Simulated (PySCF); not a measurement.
Computed with BP86-D3(BJ)/def2-TZVP // BP86-D3(BJ)/def2-SVP run with PySCF 2.14.0. Gas-phase values, no solvent. 

Reference species (SMILES): `[NH2]` (neutral, multiplicity 2).

```json
{
 "dipole_moment": "1.93 D",
 "highest_occupied_spin_orbital": "-7.34 eV"
}
```

Changed species: `[OH]` (free radical OH; the reference has free radical NH2).

Task: What does the change do to the dipole moment and highest occupied spin orbital?

Result: the dipole moment falls by 0.19 D, to 1.74 D; the highest occupied spin orbital goes up by 0.04 eV, to -7.30 eV.
